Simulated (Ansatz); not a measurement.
Born–Oppenheimer molecular dynamics of C₂H₄O₂S (9 atoms, charge 0, multiplicity 1). It starts from a relaxed structure.

Theory: Ansatz 0.2.0, RKS B3LYP-D4/STO-3G.

| Item | Value |
| --- | --- |
| ensemble | NVE (Milne-controlled integrator) |
| time step | 0.5 fs |
| steps asked | 600 |
| starting velocities drawn for | 300 K |
| masses | H 10 u |
| seed | 455178 |

First frame:

```xyz
9
Properties=species:S:1:pos:R:3
O -1.421 -0.581 0.981
C -0.487 0.265 0.934
C 0.698 -0.066 -0.043
O 0.495 -1.432 -0.468
S 0.651 1.208 -1.409
H -0.496 1.245 1.477
H 1.683 0.074 0.458
H -0.470 -1.557 -0.079
H -0.565 0.797 -1.868
```

(1) How far do the bonds stretch over the last three quarters of this one trajectory? (Pairs bonded in most of those frames.)

## Answers

(1) 
```tsv
bond	mean (Å)	spread (Å)	shortest	longest
O1–C2	1.260	0.004	1.25	1.27
C2–C3	1.574	0.018	1.54	1.61
C2–H6	1.122	0.011	1.10	1.15
C3–O4	1.449	0.016	1.42	1.49
C3–S5	1.869	0.029	1.80	1.93
C3–H7	1.115	0.012	1.09	1.15
O4–H8	1.047	0.020	1.01	1.08
S5–H9	1.366	0.034	1.31	1.42
```

Mean temperature of the second half: 150 K. The conserved energy stayed within 0.00056 meV per atom of its start (net change -0.00044 meV per atom), so the integration is sound. The temperature averaged 0.50 of the 300 K drawn at the start: a run that starts near a minimum puts about half its kinetic energy into the potential. A run of 0.3 ps of so small a system gives no equilibrium averages. Limits of this set-up: minimal basis.

Time of the run: 13 min on 1 thread of Arm Neoverse V1, with other jobs on the host, peak memory 0.09 GiB.
